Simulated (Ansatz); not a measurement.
# Which method gave which barrier?

Saddle point of CH$_{7}$NSi, singlet (CH₇NSi ([CH3][SiH2][NH2]) → CH₄Si ([CH2][SiH2]) + NH₃ (still joined by a long Si–N bond); bonds formed: N2–H4; bonds broken: C3–H4; bonds weakened to dative contacts: Si1–N2), PBE0-D4/def2-TZVP structure:

```
10
angstrom
Si -0.8106 0.0338 0.3171
N 0.8218 0.9988 0.2487
C -0.0928 -1.2664 -0.6643
H 1.0141 -0.0000 -0.3716
H -1.7827 1.0086 -0.2497
H -1.0349 -0.1144 1.7813
H 0.8605 1.8601 -0.2873
H 1.3696 1.0971 1.0977
H 0.1011 -2.2249 -0.1851
H -0.4461 -1.3927 -1.6867
```

Ansatz 0.2.0; basis: def2-TZVPP, with def2-QZVPP for the basis limit; cores frozen in the correlated methods. Extrapolation: Hartree–Fock as exp(−7.88 √X), correlation as X^−2.97. Four methods, as single points on the PBE0-D4 structures, gave these electronic barriers from the start structure: 57.57, 62.66, 65.14, 79.62 kcal/mol.

Problem. The methods were, in alphabetical order, HF, MP2, PBE-D4, PBE0-D4. Which gave which? (Judge from chemistry; the calculation decides.)

Solution. Computed: PBE-D4 57.57; PBE0-D4 62.66; MP2 65.14; HF 79.62 kcal/mol. For comparison, CCSD(T) at an estimated basis limit (MP2 extrapolated from triple and quadruple zeta, plus CCSD(T) − MP2 in triple zeta) gives 66.02 kcal/mol.

No T1 diagnostic of these runs exceeds 0.013. The end structure is not quite a true minimum (one mode of 90i cm⁻¹).

Labels in which every atom is bracketed show which atoms are joined, not bond orders.

For scale, one of the runs: CCSD(T)/def2-TZVPP, 202 basis functions, launched by `ansatz run in.yaml --threads 2 --pin off --events-out ev --progress --plain --max-ram 4352MiB`. Time: 46 s of wall clock on 2 CPU threads of an Arm Neoverse V2; the host was shared. Peak host memory: 2.5 GiB.
